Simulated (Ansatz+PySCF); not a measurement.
Values are calculated unless marked as measured or tabulated.
## Several solutions for doublet C₆H₅

```csv
atom,x (Å),y (Å),z (Å)
C,1.3946,0.0096,-0.0015
C,0.7808,1.2270,0.0002
C,-0.6345,1.2112,0.0092
C,-1.3236,0.0044,-0.0088
C,-0.6282,-1.2145,-0.0095
C,0.7666,-1.2181,-0.0045
H,1.3225,2.1771,-0.0014
H,-1.1767,2.1497,0.0029
H,-2.4230,0.0001,-0.0058
H,-1.1735,-2.1576,0.0057
H,1.3328,-2.1640,-0.0064
```

Basis set: def2-SVP (spherical functions). Charge 0, multiplicity 2.

UHF was run from several starts with Ansatz (development build ahead of 0.2.0) and PySCF 2.14.0.

```csv
run,program,start,converged,energy (hartree),<S²>
A,PySCF,"guess atom, instabilities followed",yes,-229.89399,1.37
B,PySCF,"guess huckel, instabilities followed",yes,-229.89399,1.37
C,Ansatz,search for the lowest state,yes,-229.89398,1.37
D,PySCF,"guess minao, instabilities followed",yes,-229.89399,1.37
E,Ansatz,search for the lowest state,yes,-229.89399,1.37
F,Ansatz,stability test followed,yes,-229.89398,1.37
G,PySCF,"guess 1e, instabilities followed",yes,-229.89399,1.37
H,Ansatz,"atomic start, no search",yes,-229.89398,1.37
```

Question: Which runs reached the lowest solution of this kind, and what is wrong with the others?

Answer: A, B, C, D, E, F, G, H reached the lowest solution found. Caution: the unrestricted determinant is spin contaminated.
